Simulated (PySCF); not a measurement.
Working with the constants of MgB

ROHF-CCSD(T) constants of MgB, doublet, unpaired electrons π ↑ (basis Mg 6-311G(d,p), B 6-311G(d,p); no relativity; PySCF 2.14; masses 23.9850 and 11.0093 u):

```
ωe              : 337.5 cm⁻¹
ωexe            : 8.25 cm⁻¹
Be              : 0.3848 cm⁻¹
αe              : 0.00853 cm⁻¹
D (centrifugal) : 2e-06 cm⁻¹
De to Mg + B    : 0.342 eV
```

Question: Give the vibrational terms G(v) and spacings up to v = 5.

Answer: G(v) = ωe(v+½) − ωexe(v+½)².

```
v  G(v) (cm⁻¹)  G(v) − G(v−1)  Bv (cm⁻¹)
0          167                    0.3805
1          488            321     0.3720
2          792            304     0.3635
3         1080            288     0.3549
4         1352            272     0.3464
5         1607            255     0.3379
```

Question: How well does the Morse estimate ωe²/(4ωexe) reproduce De, and what is D0?

Answer: It gives 0.428 eV, 125 % of the computed De. D0 = De − G(0) = 0.342 − 0.021 = 0.321 eV.

Correlated steps freeze 2 core orbitals. The bond is weak. Basis-set superposition, not corrected here, can be much of De in a small basis, most of all at correlated wavefunction levels. The state was picked by a PBE0 search and need not be the measured ground state.
